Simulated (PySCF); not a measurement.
How the method moves the HOMO and LUMO of pentane

Compound: pentane, C₅H₁₂.
Geometry (PBE0-D3(BJ)/def2-SVP, Å), atoms numbered from 1 in this order:
```xyz
17
C5H12 angstrom
C     -2.545   -0.270    0.309
C     -1.239    0.429    0.650
C     -0.016   -0.236    0.034
C      1.298    0.457    0.370
C      2.513   -0.214   -0.250
H     -3.409    0.233    0.768
H     -2.713   -0.293   -0.780
H     -2.543   -1.315    0.661
H     -1.284    1.482    0.318
H     -1.115    0.468    1.747
H      0.032   -1.290    0.364
H     -0.136   -0.275   -1.065
H      1.246    1.510    0.039
H      1.415    0.497    1.468
H      2.440   -0.236   -1.349
H      3.445    0.310    0.011
H      2.611   -1.257    0.092
```

Basis pcSseg-1 throughout (PySCF), one geometry. Isolated species at its PBE0-D3(BJ)/def2-SVP geometry (one conformer only).

Question: How do the orbital energies, the gap and the dipole change with the method?

Answer: 
```tsv
method	kind	HOMO (eV)	LUMO (eV)	gap (eV)	μ (D)	SCF cycles
OPBE	GGA	-7.45	1.07	8.52	0.06	12
BLYP	GGA	-7.46	0.75	8.21	0.07	13
LDA	LDA	-7.48	0.54	8.02	0.06	13
PBE	GGA	-7.50	0.75	8.25	0.07	12
B97-D	GGA	-7.56	0.91	8.47	0.07	12
BP86	GGA	-7.62	0.83	8.45	0.07	12
KT2	GGA	-7.63	0.67	8.29	0.06	13
KT3	GGA	-7.70	0.65	8.35	0.06	12
B3LYP	global hybrid	-8.74	1.25	9.99	0.07	12
PBE0	global hybrid	-8.91	1.58	10.49	0.06	12
mPW1PW91	global hybrid	-8.95	1.62	10.57	0.06	12
HF	Hartree–Fock	-12.33	4.42	16.75	0.07	9
```

The HOMO spans 4.87 eV, from OPBE down to HF, and the gap runs from 8.02 eV (LDA) to 16.75 eV (HF). Over the methods OPBE (0 %), BLYP (0 %), LDA (0 %), PBE (0 %), B97-D (0 %), BP86 (0 %), KT2 (0 %), KT3 (0 %), B3LYP (20 %), PBE0 (25 %), mPW1PW91 (25 %), HF (100 %), a straight line through the gap against the share of exact exchange rises by 0.85 eV for each 10 % (correlation coefficient 0.998). The dipole ranges from 0.06 D (OPBE) to 0.07 D (HF). This basis has no diffuse functions.
